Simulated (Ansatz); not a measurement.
Method: CAM-B3LYP-D3(BJ)/def2-TZVP (Ansatz, a program for electronic structure). No frequencies were computed at this level.

Ansatz 0.2 input:
```yaml
crystal:
  periodic: [false, false, false]
  atoms:
    - { symbol: Si, position_ang: [0.0002, -0.000837, 0.238477] }
    - { symbol: H, position_ang: [-0.498609, 1.323479, -0.073909] }
    - { symbol: H, position_ang: [1.394894, -0.229568, -0.081811] }
    - { symbol: H, position_ang: [-0.896485, -1.093074, -0.082757] }
basis:
  gaussian: { orbitals: def2-tzvp }
hamiltonian:
  xc: cam_b3lyp
  dispersion: d3bj
relax:
  max_steps: 150
magnetization:
  spin_polarized: true
  initial_magnetization: 1
```

Output:

```
Functional definition: CAM-B3LYP
393 factors; their error is unknown
152 factors; integrals over basis functions are off by at most 2.1e-6 eV
mean field evaluation 1: about -7924.7346 eV, gradient 4.8e0 eV
mean field evaluation 2: about -7924.9114 eV, gradient 1.3e0 eV
mean field evaluation 4: about -7924.9264 eV, gradient 1.3e-1 eV
mean field evaluation 8: about -7924.9509 eV, gradient 9.9e-3 eV
mean field -7924.95087528 eV, -291.2365729418 hartree, gradient 1.3e-5 eV, S^2 0.752535; 0 other end points of the search recorded, 0 dependent functions left out
reference -7924.95097345 eV, -291.2365765496 hartree; 9, 8 occupied and 46, 47 virtual orbitals, 393 factors
relax step   1: F+E_penalty+E_count = -7924.97900607 eV  Δ(F+E_penalty+E_count) = +0.000e0 eV  max|allowed force component| = 9.002e-1 eV/Å  Δτ_max = 0.0000 Å  (23 SCF iters, accepted)
these checks for a lower state are left out or cut short: starts, cluster_reference, orbital_swaps, neighbouring_geometries, increment
393 factors; their error is unknown
152 factors; integrals over basis functions are off by at most 1.9e-6 eV
mean field evaluation 16: about -7924.9905 eV, gradient 5.5e-2 eV
mean field -7925.01427362 eV, -291.2389027878 hartree, gradient 2.4e-5 eV, S^2 0.751872; 0 other end points of the search recorded, 0 dependent functions left out
reference -7925.01437172 eV, -291.2389063930 hartree; 9, 8 occupied and 46, 47 virtual orbitals, 393 factors
relax step   2: F+E_penalty+E_count = -7925.04245639 eV  Δ(F+E_penalty+E_count) = -6.345e-2 eV  max|allowed force component| = 1.200e-1 eV/Å  Δτ_max = 0.1037 Å  (27 SCF iters, accepted)
these checks for a lower state are left out or cut short: starts, cluster_reference, orbital_swaps, neighbouring_geometries, increment
393 factors; their error is unknown
152 factors; integrals over basis functions are off by at most 1.9e-6 eV
mean field -7925.01542712 eV, -291.2389451782 hartree, gradient 4.9e-5 eV, S^2 0.751901; 0 other end points of the search recorded, 0 dependent functions left out
reference -7925.01552545 eV, -291.2389487917 hartree; 9, 8 occupied and 46, 47 virtual orbitals, 393 factors
relax step   3: F+E_penalty+E_count = -7925.04360990 eV  Δ(F+E_penalty+E_count) = -1.154e-3 eV  max|allowed force component| = 3.012e-2 eV/Å  Δτ_max = 0.0108 Å  (24 SCF iters, accepted)
these checks for a lower state are left out or cut short: starts, cluster_reference, orbital_swaps, neighbouring_geometries, increment
393 factors; their error is unknown
152 factors; integrals over basis functions are off by at most 1.9e-6 eV
mean field -7925.01541868 eV, -291.2389448681 hartree, gradient 4.7e-5 eV, S^2 0.751865; 0 other end points of the search recorded, 0 dependent functions left out
reference -7925.01551691 eV, -291.2389484781 hartree; 9, 8 occupied and 46, 47 virtual orbitals, 393 factors
relax step   4: F+E_penalty+E_count = -7925.04360597 eV  Δ(F+E_penalty+E_count) = +3.924e-6 eV  max|allowed force component| = 5.063e-2 eV/Å  Δτ_max = 0.0085 Å  (25 SCF iters, rejected (line search))
these checks for a lower state are left out or cut short: starts, cluster_reference, orbital_swaps, neighbouring_geometries, increment
393 factors; their error is unknown
152 factors; integrals over basis functions are off by at most 1.9e-6 eV
mean field evaluation 32: about -7924.9919 eV, gradient 1.1e-1 eV
mean field -7925.01557650 eV, -291.2389506678 hartree, gradient 2.7e-5 eV, S^2 0.751886; 0 other end points of the search recorded, 0 dependent functions left out
reference -7925.01567476 eV, -291.2389542790 hartree; 9, 8 occupied and 46, 47 virtual orbitals, 393 factors
relax step   5: F+E_penalty+E_count = -7925.04376050 eV  Δ(F+E_penalty+E_count) = -1.506e-4 eV  max|allowed force component| = 7.755e-4 eV/Å  Δτ_max = 0.0033 Å  (21 SCF iters, accepted)
393 factors; their error is unknown
152 factors; integrals over basis functions are off by at most 1.9e-6 eV
mean field -7925.01557650 eV, -291.2389506678 hartree, gradient 2.7e-5 eV, S^2 0.751886; 1 other end points of the search recorded, 0 dependent functions left out
reference -7925.01567476 eV, -291.2389542790 hartree; 9, 8 occupied and 46, 47 virtual orbitals, 393 factors
Total energy: -7925.04385877 eV, -291.2399900220 hartree
Atom 0 at     0.000348    -0.001299     0.339692 Å, force    -0.000010     0.000012     0.000775 eV/Å
Atom 1 at    -0.496684     1.318250    -0.107690 Å, force     0.000073    -0.000198    -0.000255 eV/Å
Atom 2 at     1.389442    -0.228433    -0.115528 Å, force    -0.000188     0.000030    -0.000261 eV/Å
Atom 3 at    -0.893106    -1.088519    -0.116475 Å, force     0.000125     0.000155    -0.000259 eV/Å
Dipole moment:     0.000015    -0.000056     0.014516 e Å
```

Cost: roughly 5 core-seconds.
